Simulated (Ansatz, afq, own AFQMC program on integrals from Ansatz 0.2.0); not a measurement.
Where AFQMC and coupled cluster stand for SiH₅, doublet

```xyz
6

H    -2.4386    0.0000    0.0000
H    -1.3606    0.0000    0.0000
Si    0.0794    0.0000    0.0000
H     0.5293   -1.4163    0.0000
H     0.5293    0.7081   -1.2265
H     0.5293    0.7081    1.2265
```

Basis cc-pVTZ. Noble-gas cores (and the filled d shells of Ga–Kr and In–Xe) are frozen. AFQMC by an in-house program on the Cholesky factors that Ansatz 0.2.0 writes for its CCSD(T) run. ph-AFQMC/CISD is guided by a CISD state made of CCSD amplitudes; releasing the constraint for a short imaginary time cuts its bias at the price of noise, slowly where states lie close. ± is one standard error of the sampling.

Determinant: UHF, the one that the program's search chose, which needn't be the lowest solution. The geometry is a point of a scan.

No full CI on the walks' own integrals is used here; CCSDT(Q) serves as the reference and is uncertain by about the last step of the cluster series.

Cautions: the released energies are still falling, so no released level is given (meV from the phaseless value at times in 1/Eh: -2 ± 3 at 0.24, 0 ± 3 at 0.51, -4 ± 3 at 0.99, -8 ± 3 at 1.62, -12 ± 3 at 2.40).

* T1 diagnostic: 0.0152
* weight of the determinant in the CISD state: 0.906
* ⟨S²⟩ of the determinant: 0.763
* size of the correlated space: 9 electrons in 99 orbitals

```csv
level,correlation energy (eV)
MP2,-4.1748
CCSD,-5.0632
CCSD(T),-5.1862
```

Task: Estimate where phaseless AFQMC with a CISD trial lies against CCSD(T) on the same integrals.

Result: 2.3 ± 0.3 kJ/mol below CCSD(T).

Reference: CCSDT(Q), correlation energy -5.214 eV.

| level | E − E(reference) (kJ/mol) | share of correlation (%) |
| --- | --- | --- |
| CCSD(T) | 2.7 | 99.47 |
| CCSDT | 0.3 | 99.93 |
| ph-AFQMC/CISD | 0.4 ± 0.3 | 99.93 |

A walk keeps the symmetry of its determinant, which the program's search chose and which needn't be the lowest solution, so a lower state of the same spin and another symmetry isn't excluded.
